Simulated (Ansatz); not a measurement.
## Ansatz (development build ahead of 0.2.0) run

```yaml
crystal:
  periodic: [false, false, false]
  atoms:
    - { symbol: B, position_ang: [0.0, 0.0, 0.0] }
    - { symbol: H, position_ang: [2.07749, 0.0, 1.19944] }
    - { symbol: H, position_ang: [-1.86698, 0.0, 1.0779] }
basis:
  gaussian: { orbitals: "6-31G" }
total_charge: -1
hamiltonian:
  xc: hf
correlation:
  method: fci
  frozen_orbitals: { B: 1, H: 0 }
```

The input is written out in the form of the current development build from the run's settings.

Results

```json
{
  "Converged": "yes",
  "Total energy": "-25.62490 hartree",
  "State": "lowest singlet root, of any spatial symmetry"
}
```

Caution: no diffuse functions for an anion.
